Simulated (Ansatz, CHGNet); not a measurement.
For fluorite SrCl₂, the machine-learned potential CHGNet-r²SCAN (trained on r²SCAN data) gives:

| Quantity | Value |
|---|---|
| lattice parameter a | 7.007 Å |
| elastic constant C11 | 53.4 GPa |
| elastic constant C44 | 6.74 GPa |
| Voigt–Reuss–Hill shear modulus | 7.97 GPa |

What does r²SCAN in Ansatz (PAW) give for the same quantities?


- lattice constant a: 6.994 Å (drops by 0.2 %)
- elastic constant C11: 73.8 GPa (increases by 38 %)
- elastic constant C44: 9.89 GPa (grows by 47 %)
- Voigt–Reuss–Hill shear modulus: 15.0 GPa (increases by 88 %)

For comparison: lattice constant a 6.974 Å (measured, room temperature, no zero-point or thermal correction; as tabulated in Kanchana et al., Calculated structural, elastic and electronic properties of …).

Changes are worked out from the printed values.

Unless a cell is named, each level is at its own relaxed cell (CHGNet-r²SCAN 28.67, r²SCAN 28.51 Å³/atom).

Ansatz's density-functional and Hartree–Fock values are scalar-relativistic unless marked +SOC, with PAW data made under PBE.

Ansatz is an electronic-structure program.
